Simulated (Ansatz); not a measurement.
Ruthenium, hcp: convergence with Methfessel-Paxton smearing

Computed with Ansatz, PBE, scalar-relativistic PAW, on the relaxed cell (a = 2.724 Å, c = 4.289 Å (c/a = 1.575); spin not included). Errors count from a run at 420 eV on a Γ-centred 22×22×12 mesh with Fermi-Dirac smearing of 0.1 eV, extrapolated to zero width. Fixed here: cutoff 420 eV, mesh 13×13×7. The SCF starts from atomic densities corrected by a trained network.

| width (eV) | E(σ→0) error (meV/atom) | F error (meV/atom) | P (GPa) | SCF iterations |
| --- | --- | --- | --- | --- |
| 0.01 | 4.3 | 4.3 | -0.26 | 6 |
| 0.03 | 4.3 | 4.3 | -0.25 | 5 |
| 0.1 | 4.4 | 4.7 | -0.27 | 5 |
| 0.3 | 5.7 | 5.3 | -0.19 | 5 |
| 0.6 | 3.2 | 5.3 | -0.34 | 5 |
| 1.0 | 5.8 | 23.4 | -1.10 | 5 |

Question: What does the run at 0.2 give (width)?

Answer: E(σ→0) error (meV/atom): 5.4; F error (meV/atom): 5.5; P (GPa): -0.24; SCF iterations: 5.
